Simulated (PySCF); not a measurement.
# Molecular orbitals of NaP

BLYP at R = 2.677 Å; Na 6-311G(d,p), P 6-311G(d,p); no relativity (PySCF 2.14). State: ³Σ⁻ (triplet), unpaired electrons π ↑↑. Only the outer orbitals are listed, counted within each symmetry.

```
spin  orbital  occ.  ε (eV)  on Na (%)           main shells (%)
   α       5σ     1  -56.36        100                  100 Na s
   α       2π     1  -28.81        100                  100 Na p
   α       2π     1  -28.81        100                  100 Na p
   α       6σ     1  -28.76        100                  100 Na p
   α       7σ     1  -12.55          0                   100 P s
   α       3π     1   -4.50          2                    98 P p
   α       3π     1   -4.50          2                    98 P p
   α       8σ     1   -4.33         19           80 P p, 17 Na s
   α       9σ     0   -2.23         92   74 Na s, 17 Na p, 9 P p
   α       4π     0   -0.41        101                  101 Na p
   α       4π     0   -0.41        101                  101 Na p
   β       5σ     1  -56.37        100                  100 Na s
   β       2π     1  -28.81        100                  100 Na p
   β       2π     1  -28.81        100                  100 Na p
   β       6σ     1  -28.76        100                  100 Na p
   β       7σ     1  -11.01          3                    97 P s
   β       8σ     1   -3.82         29           69 P p, 28 Na s
   β       3π     0   -2.89          7                    92 P p
   β       3π     0   -2.89          7                    92 P p
   β       9σ     0   -2.19         83  62 Na s, 21 Na p, 17 P p
```

**Question.** Which are the highest filled and the lowest empty level, where do they sit, and how wide is the gap?

**Answer.** Highest filled β 8σ at -3.82 eV (in %: 69 P p, 28 Na s); lowest empty β 3π at -2.89 eV (in %: 92 P p); the gap at BLYP is 0.93 eV.

| Item | Value |
| --- | --- |
| bond order (Mayer) | 0.84 |
| ⟨S²⟩ | 2.022 |
| charge on Na (Mulliken, basis-dependent) | 0.44 |
| charge on Na (Löwdin, basis-dependent) | 0.19 |
| dipole moment (positive dipole means Na(−)P(+)) | -6.50 D |

Shares are Mulliken populations and can fall outside 0 to 100 %.

The state is the lowest determinant that a PBE0 search found; another state may lie lower at other levels.
